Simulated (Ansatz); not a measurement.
Two isomers of C8H18: A = `CCCCC(C)(C)C`, B = `CCC(C)CC(C)C`.

Isolated molecules relaxed with PBE0-D4/def2-TZVP in Ansatz; ΔE leaves out vibrations. CCSD(T)/CBS is the MP2 limit (def2-TZVPP, def2-QZVPP) plus CCSD(T) − MP2 in def2-TZVPP, frozen cores. DFT in def2-TZVPP. B3LYP here is the variant with VWN-RPA as its local correlation; programs differ in this. Each species was taken in one conformer, which may not be the lowest.

A:

Z-matrix (Å, degrees):
```
C
C 1 1.519
H 1 1.094 2 111.1
H 1 1.093 2 111.7 3 120.2
H 1 1.094 2 111.1 3 -119.6
C 2 1.521 1 113.0 3 59.8
H 2 1.096 1 109.7 3 -178.1
H 2 1.096 1 109.7 3 -62.2
C 6 1.520 2 112.5 1 -180.0
H 6 1.096 2 108.8 1 57.7
H 6 1.096 2 108.8 1 -57.6
C 9 1.535 6 117.0 2 179.9
H 9 1.098 6 108.7 2 -57.4
H 9 1.098 6 108.7 2 57.3
C 12 1.527 9 110.8 6 -61.0
C 12 1.527 9 110.8 6 60.8
C 12 1.527 9 107.9 6 179.9
H 15 1.094 12 110.6 9 -175.6
H 15 1.092 12 111.8 9 64.7
H 15 1.094 12 111.0 9 -56.0
H 16 1.092 12 111.8 9 -64.8
H 16 1.094 12 110.6 9 175.5
H 16 1.094 12 111.0 9 55.9
H 17 1.094 12 111.0 9 -60.0
H 17 1.094 12 111.0 9 179.9
H 17 1.094 12 111.0 9 59.9
```

B:

Z-matrix (Å, degrees):
```
C
C 1 1.520
H 1 1.092 2 111.0
H 1 1.094 2 111.0 3 119.6
H 1 1.092 2 112.1 3 -120.1
C 2 1.527 1 114.6 3 -174.9
H 2 1.098 1 109.7 3 62.6
H 2 1.094 1 108.5 3 -52.8
C 6 1.528 2 111.9 1 177.0
C 6 1.523 2 111.9 1 -59.8
H 6 1.098 2 107.6 1 58.2
C 9 1.527 6 117.3 2 -58.2
H 9 1.098 6 108.3 2 179.3
H 9 1.098 6 108.3 2 65.0
H 10 1.093 6 110.8 2 -178.5
H 10 1.095 6 110.7 2 -59.2
H 10 1.091 6 112.2 2 61.2
C 12 1.522 9 109.8 6 179.9
C 12 1.522 9 112.2 6 -56.7
H 12 1.097 9 108.5 6 62.7
H 18 1.095 12 110.7 9 62.9
H 18 1.093 12 111.4 9 -177.3
H 18 1.093 12 111.4 9 -56.8
H 19 1.092 12 112.1 9 62.7
H 19 1.095 12 110.7 9 -57.6
H 19 1.093 12 110.9 9 -177.0
```

(1) Which isomer does CCSD(T)/CBS put lower? Give the gap. (Best estimate.)

(2) Give E(B) − E(A) in kcal/mol with ωB97M-V, CCSD/def2-TZVPP, CCSD(T)/def2-TZVPP, LDA (SPW92), BLYP-D4, B3LYP, MP2/def2-TZVPP. (Best estimate.)

Largest T1 diagnostic: 0.009.

Answers

(1) The calculation gave: A, by 1.2 kcal/mol.

(2) Computed: ωB97M-V 1.1, CCSD/def2-TZVPP 1.2, CCSD(T)/def2-TZVPP 1.3, LDA (SPW92) 0.8, BLYP-D4 0.8, B3LYP 1.0, MP2/def2-TZVPP 1.5. None reverses the order clearly.

Leaving LDA and LC-ωPBE aside and taking each functional with its dispersion term where it has one, the values, not all of them listed here, spread over 0.4 kcal/mol, from PBE-D4 to PBE-QIDH.
